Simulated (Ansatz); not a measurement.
# C2H5O: the cost of one run

Program: Ansatz 0.2.0. Level of theory: RKS PBE0-D4/def2-mTZVP. These are calculated values, not measurements.

## (1) Starting point

Bond lengths: C1–C2 1.544 Å, C2–O3 1.537 Å, C1–H4 1.099 Å, C1–H5 1.101 Å, C1–H6 1.114 Å, C2–H7 1.133 Å, O3–H8 0.963 Å. Angles: C1–C2–O3 105.8°, C1–C2–H7 104.9°, O3–C2–H7 100.0°, C2–C1–H4 108.9°, C2–C1–H5 110.3°, C2–C1–H6 117.0°, H4–C1–H5 107.1°, H4–C1–H6 107.0°, H5–C1–H6 106.1°, C2–O3–H8 102.8°.

Structure file:

```xyz
8

C    -0.2821    0.7078   -0.3220
C    -0.0013   -0.8105   -0.3294
O     0.7108   -1.1103    0.9996
H    -0.9023    0.9598   -1.1930
H     0.6593    1.2710   -0.4217
H    -0.7970    1.1226    0.5751
H    -1.0063   -1.2935   -0.1279
H     1.6188   -0.8469    0.8192
```

## (2) End point A

The input, input.yaml:

```yaml
crystal:
  periodic: [false, false, false]
  atoms:
    - { symbol: C, position_ang: [-0.28208, 0.70784, -0.32195] }
    - { symbol: C, position_ang: [-0.00133, -0.81048, -0.32943] }
    - { symbol: O, position_ang: [0.71076, -1.11033, 0.99962] }
    - { symbol: H, position_ang: [-0.90228, 0.9598, -1.19297] }
    - { symbol: H, position_ang: [0.6593, 1.27096, -0.42168] }
    - { symbol: H, position_ang: [-0.79695, 1.12261, 0.57513] }
    - { symbol: H, position_ang: [-1.00625, -1.29352, -0.12792] }
    - { symbol: H, position_ang: [1.61884, -0.84688, 0.8192] }
total_charge: -1
basis:
  gaussian: { orbitals: def2-mTZVP }
hamiltonian:
  xc: pbe0
  dispersion: d4
relax:
  f_tol: 0.015
  max_steps: 40
```

On the command line:

```bash
> ansatz run input.yaml --threads 1 --pin off --max-ram 2048MiB --backend cpu --events-out ev --progress --plain --runs-dir out
```

**Question.** How long does this run take on 1 thread of Arm Neoverse V1, shared host, and how much memory does it need?

About 23 s, with a peak of 0.13 GiB.
